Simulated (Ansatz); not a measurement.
Run this with the Python package of Ansatz (0.2.0) and show what comes out.

`ip.py`
```python
import ansatz as az


def energy(molecule, charge=0, unpaired=0):
    calc = (
        molecule.calculation()
        .basis(gaussian="def2-SVPD")
        .functional("cam_b3lyp")
    )
    if charge:
        calc = calc.charge(charge)
    if unpaired:
        calc = calc.spin("collinear", total=unpaired)
    return calc.run(threads=1, backend="cpu").report["free_energy_ev"]


def main() -> None:
    c3h3 = (
        az.Crystal.molecule()
        .atom("C", (-0.5673, -0.5199, -0.3079))
        .atom("C", (-0.1727, 0.7471, -0.3146))
        .atom("C", (0.8093, -0.2547, -0.5046))
        .atom("H", (-1.1896, -0.9579, 0.4483))
        .atom("H", (-0.434, 1.4682, 0.4355))
        .atom("H", (1.5543, -0.4828, 0.2433))
    )

    parent = energy(c3h3, 1, 0)
    cation = energy(c3h3, 2, 1)
    print(f"E(N)   = {parent:.5f} eV")
    print(f"E(N-1) = {cation:.5f} eV  (1 unpaired)")
    print(f"vertical ionisation energy {cation - parent:.3f} eV")
    anion = energy(c3h3, 0, 1)
    print(f"E(N+1) = {anion:.5f} eV  (1 unpaired)")
    print(f"vertical electron affinity {parent - anion:.3f} eV" + ("" if anion < parent else " (unbound in this basis)"))
    print(f"fundamental gap IP - EA = {cation + anion - 2 * parent:.3f} eV")


if __name__ == "__main__":
    main()
```

Output of `python ip.py`:
```text
E(N)   = -3142.52658 eV
E(N-1) = -3121.97847 eV  (1 unpaired)
vertical ionisation energy 20.548 eV
E(N+1) = -3150.27739 eV  (1 unpaired)
vertical electron affinity 7.751 eV
fundamental gap IP - EA = 12.797 eV
```

At this unrelaxed geometry removing an electron costs 20.55 eV and adding one releases 7.75 eV.

These settings explore the input space; basis and method may be short of convergence. The geometry is a force-field or estimated start, not a minimum of this method, and the basis set is short of its limit. All parts are taken at fixed geometry, without zero-point energy. At an unrelaxed start these energies can be a whole eV from those at the minimum, and a small affinity can change sign. It ran for 30 s on 1 thread of Arm Neoverse V1, with other jobs on the host, peak memory 0.27 GiB.
